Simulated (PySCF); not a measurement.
Compound: F3H2P.
Bonds: F1–P2, P2–F3, P2–F4. Hydrogens: H5, H6 on P2.

The same species was optimised twice, with GFN2-xTB and with PBE0-D3(BJ)/def2-SVP (PySCF), and the same property calculations (PySCF, gas phase) were run on both structures.

```csv
coordinate,GFN2-xTB,PBE0-D3(BJ)/def2-SVP,change
P2–H5 (Å),1.363,1.404,+0.041
P2–H6 (Å),1.363,1.404,+0.041
P2–F4 (Å),1.665,1.632,-0.033
P2–F3 (Å),1.665,1.632,-0.033
F1–P2 (Å),1.563,1.582,+0.019
H5–P2–H6 (°),130.7,126.6,-4.1
F1–P2–F3 (°),89.1,91.2,+2.1
F1–P2–H5 (°),114.7,116.7,+2.0
F1–P2–F4 (°),89.1,91.1,+2.0
F1–P2–H6 (°),114.7,116.6,+1.9
F3–P2–H5 (°),90.3,89.4,-0.9
F3–P2–H6 (°),90.4,89.5,-0.9
F4–P2–H5 (°),90.4,89.5,-0.9
```

Rotational constants: A = 12486, B = 4663, C = 3543 MHz (GFN2-xTB) against A = 11717, B = 4843, C = 3581 MHz (PBE0-D3(BJ)/def2-SVP). Point groups within 0.08 Å: C2v and C2v.

On the GFN2-xTB structure: lowest singlet, TDDFT (eV) 8.31 [CAM-B3LYP/def2-SVPD]; lowest triplet, Tamm–Dancoff (eV) 7.79 [CAM-B3LYP/def2-SVPD]; isotropic polarisability (au) 27.2 [CAM-B3LYP/def2-SVPD]; HOMO (eV) -12.19 [CAM-B3LYP/def2-SVPD]; LUMO (eV) 0.22 [CAM-B3LYP/def2-SVPD]; dipole (D) 1.74 [CAM-B3LYP/def2-SVPD]; HOMO (eV) -10.41 [PBE0/pcSseg-1]; LUMO (eV) -0.38 [PBE0/pcSseg-1]; dipole (D) 1.82 [PBE0/pcSseg-1]; GIAO shielding of F1 (ppm) 297.5 [PBE0/pcSseg-1]; GIAO shielding of P2 (ppm) 333.1 [PBE0/pcSseg-1]; GIAO shielding of F3/F4 (mean) (ppm) 195.3 [PBE0/pcSseg-1]; F1s of F1 (eV) 694.07 [delta-SCF UKS SCAN, pcX-2 on the ionised atom, pcseg-1 elsewhere, spin-free X2C]; P1s of P2 (eV) 2155.94 [delta-SCF UKS SCAN, pcX-2 on the ionised atom, pcseg-1 elsewhere, spin-free X2C]; P2p of P2 (eV) 141.93 [delta-SCF UKS SCAN, pcX-2 on the ionised atom, pcseg-1 elsewhere, spin-free X2C]; F1s of F3 (eV) 692.45 [delta-SCF UKS SCAN, pcX-2 on the ionised atom, pcseg-1 elsewhere, spin-free X2C].

Q: What do these properties become on the PBE0-D3(BJ)/def2-SVP structure?

A: 
```csv
property,level,on GFN2-xTB,on PBE0-D3(BJ)/def2-SVP,change
"lowest singlet, TDDFT (eV)",CAM-B3LYP/def2-SVPD,8.31,8.28,-0.03
"lowest triplet, Tamm–Dancoff (eV)",CAM-B3LYP/def2-SVPD,7.79,7.76,-0.03
isotropic polarisability (au),CAM-B3LYP/def2-SVPD,27.2,27.5,+0.3
HOMO (eV),CAM-B3LYP/def2-SVPD,-12.19,-12.00,+0.19
LUMO (eV),CAM-B3LYP/def2-SVPD,0.22,0.43,+0.21
dipole (D),CAM-B3LYP/def2-SVPD,1.74,1.52,-0.22
"energy, GFN2-xTB geometry as zero (kcal/mol)",CAM-B3LYP/def2-SVPD,0.0,-1.3,-1.3
HOMO (eV),PBE0/pcSseg-1,-10.41,-10.27,+0.14
LUMO (eV),PBE0/pcSseg-1,-0.38,-0.08,+0.30
dipole (D),PBE0/pcSseg-1,1.82,1.57,-0.25
"energy, GFN2-xTB geometry as zero (kcal/mol)",PBE0/pcSseg-1,0.0,-1.9,-1.9
GIAO shielding of F1 (ppm),PBE0/pcSseg-1,297.5,288.7,-8.8
GIAO shielding of P2 (ppm),PBE0/pcSseg-1,333.1,334.6,+1.5
GIAO shielding of F3/F4 (mean) (ppm),PBE0/pcSseg-1,195.3,186.5,-8.8
F1s of F1 (eV),"delta-SCF UKS SCAN, pcX-2 on the ionised atom, pcseg-1 elsewhere, spin-free X2C",694.07,694.05,-0.02
P1s of P2 (eV),"delta-SCF UKS SCAN, pcX-2 on the ionised atom, pcseg-1 elsewhere, spin-free X2C",2155.94,2155.92,-0.02
P2p of P2 (eV),"delta-SCF UKS SCAN, pcX-2 on the ionised atom, pcseg-1 elsewhere, spin-free X2C",141.93,141.84,-0.09
F1s of F3 (eV),"delta-SCF UKS SCAN, pcX-2 on the ionised atom, pcseg-1 elsewhere, spin-free X2C",692.45,692.70,+0.25
```

The heavy atoms differ by 0.042 Å rms after alignment. Among all bonds P2–H5 and P2–H6 change most and about equally (+0.041 Å). Changes are differences of the printed values. Neither structure is proved a minimum here.
